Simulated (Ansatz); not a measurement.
# What a trial cell of IrRh₂ relaxes into

All numbers below come from DFT PBE, scalar-relativistic, plane waves, PAW in Ansatz 0.2.0. Cutoff 420 eV, Γ-centred k mesh, Gaussian smearing, no spin polarisation in the final step.

IrRh₂ was placed on the AlB2 structure type (P6/mmm, No. 191), with Ir in place of Al, Rh in place of B, at a guessed volume.

```yaml
crystal:
  lattice:
    - [3.39663, 0.00000, 0.00000]
    - [-1.69832, 2.94157, 0.00000]
    - [0.00000, 0.00000, 3.66746]
  atoms:
    - { symbol: Ir, position: [0.00000, 0.00000, 0.00000] }
    - { symbol: Rh, position: [0.33333, 0.66667, 0.50000] }
    - { symbol: Rh, position: [0.66667, 0.33333, 0.50000] }
```

Cell and atoms relax at zero pressure; the relaxation can't lower the symmetry of the start. After a coarse first stage the cell is made exact in the group found at 0.06 Å.

The zero of energy is the elements' standard structures at the same level; no fitted shifts are applied.

(1) Which crystal results?

(2) What are its volume, energy, density and gap?

Results:

(1) It keeps P6/mmm (No. 191), but not the shape of the type it started on. Conventional cell: a = 4.336 Å, c = 2.669 Å. Around Ir lie 2 Ir at 2.67 Å and 12 Rh at 2.84 Å; Rh is coordinated by 3 Rh at 2.50 Å, 2 Rh at 2.67 Å and 6 Ir at 2.84 Å.

```xyz
3
Lattice="4.3362 0.0000 0.0000 -2.1681 3.7553 0.0000 0.0000 0.0000 2.6689" Properties=species:S:1:pos:R:3 pbc="T T T"
Ir    0.0000    0.0000    0.0000
Rh    0.0000    2.5035    1.3344
Rh    2.1681    1.2518    1.3344
```

(2) The volume per atom is 14.49 Å³ and the density is 15.21 g/cm³. The energy over the elements is 0.24 eV/atom. The gap on the 12×12×18 mesh is 0 eV (a metal).

The final run used a 12×12×18 mesh on its 3-atom cell and 0.10 eV smearing. For metals, differences of a few meV/atom aren't resolved. Spin–orbit coupling is left out. A structure relaxed within its symmetry needn't be a true minimum. The steps took about 70 core-seconds in all.

Cost: 3 runs of about 1.1 core-minutes in all, on AMD EPYC 7B13 (Zen 3) (shared hosts).